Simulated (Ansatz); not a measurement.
# ClF (singlet): from Hartree-Fock to the top rungs, cc-pV(D+d)Z

Aim: climb from Hartree-Fock through coupled cluster and multireference methods for ClF (singlet) at one geometry and basis, and see what each rung misses.

Program: Ansatz 0.2.0, Gaussian basis. Level of theory: cc-pV(D+d)Z, core rule «outside noble gas», up to 6 orbitals frozen. These are calculated values, not measurements.

To be run: UHF; CCSD(T) on RHF; BCCD(T) on RHF; CISD; CCSDT(Q) on RHF; CCSDTQ on RHF; CASSCF and MRCISD+Q, 14 electrons in 8 orbitals; CASSCF and NEVPT2, 14 electrons in 8 orbitals.

9 further runs of the same task are left out: 9 set aside as unsound or not needed.

## (1) What is computed

The geometry is an MP2(full)/6-31G* stationary point (not a proven minimum).

2 atoms, charge 0, spin multiplicity 1.

Atoms are counted from 1 here; the program's logs count them from 0.

Bond lengths: F1–Cl2 1.659 Å.

## (2) UHF

Input file in.yaml:

```yaml
crystal:
  periodic: [false, false, false]
  atoms:
    - {symbol: F, position_ang: [0.000000, 0.000000, 0.000000]}
    - {symbol: Cl, position_ang: [0.000000, 0.000000, 1.659096]}
basis:
  gaussian: {orbitals: "cc-pV(D+d)Z.json"}
magnetization: {spin_polarized: true, initial_magnetization: 0}
hamiltonian: {xc: hf}
output: {orbitals: {seedname: orbitals}}
```

Command:

```console
ansatz run in.yaml --threads 1 --pin off --events-out ev --progress --plain --max-ram 4096MiB --backend cpu
```

Further steps of the session: CCSD(T) on RHF; BCCD(T) on RHF; CISD; CCSDT(Q) on RHF; CCSDTQ on RHF; CASSCF and MRCISD+Q, 14 electrons in 8 orbitals; CASSCF and NEVPT2, 14 electrons in 8 orbitals.

**Question.** What will the summary of the whole plan be? Wanted: RCCSDTQ below the RHF energy; RMP2 from RCCSDTQ; RCCSD from RCCSDTQ; RCCSD(T) from RCCSDTQ; RCCSDT(Q) from RCCSDTQ; NEVPT2 valence from RCCSDTQ; MRCISD+Q valence from RCCSDTQ; T1 diagnostic; effectively unpaired electrons.

**Answer**, as computed:

| quantity | value |
| --- | --- |
| RCCSDTQ below the RHF energy | -9.7254 eV |
| RMP2 from RCCSDTQ | +70.5 kJ/mol |
| RCCSD from RCCSDTQ | +22.9 kJ/mol |
| RCCSD(T) from RCCSDTQ | +3.7 kJ/mol |
| RCCSDT(Q) from RCCSDTQ | -0.2 kJ/mol |
| NEVPT2 valence from RCCSDTQ | +145.0 kJ/mol |
| MRCISD+Q valence from RCCSDTQ | +8.5 kJ/mol |
| levels within 1 kcal/mol (43 meV) | RCCSD(T), BCCD(T), RCCSDT, RCCSDT(Q) |
| T1 diagnostic | 0.011 |
| effectively unpaired electrons | 0.03 |

What this shows: RCCSD(T) lands +3.7 kJ/mol from the yardstick (0.4 % of the correlation energy). One determinant dominates. Of the multireference levels listed MRCISD+Q valence comes nearest in total energy (+8.5 kJ/mol), which doesn't show that its space is the better one. These misses are within one basis, not against nature.
